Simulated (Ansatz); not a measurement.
Relaxation of AlClH2 (4 atoms, charge 0, multiplicity 1), to a largest force component of 0.03 eV/Å in at most 50 steps.

All numbers below come from RHF/6-31G* (Ansatz).

```xyz
4
Properties=species:S:1:pos:R:3
Al 0.299 0.000 0.026
Cl 1.082 0.000 2.055
H 1.757 0.000 -0.485
H -1.190 0.000 -0.471
```

Q: Where does it end, and by what steps?

A: The run converged. After 4 steps the energy has fallen by 0.531 eV; H3 moved furthest, 0.36 Å.

```tsv
step	energy less start (eV)	largest force component (eV/Å)	accepted
0	0.0000	1.463	yes
1	-0.3992	0.711	yes
2	-0.5079	0.967	yes
3	-0.5302	0.074	yes
4	-0.5306	0.010	yes
```

```xyz
4
Properties=species:S:1:pos:R:3
Al 0.458 0.000 0.120
Cl 0.823 0.000 2.198
H 1.704 0.000 -0.838
H -1.039 0.000 -0.356
```

Run time: 2.3 s on 1 thread of Arm Neoverse V2, with other jobs on the host, peak memory 0.085 GiB.
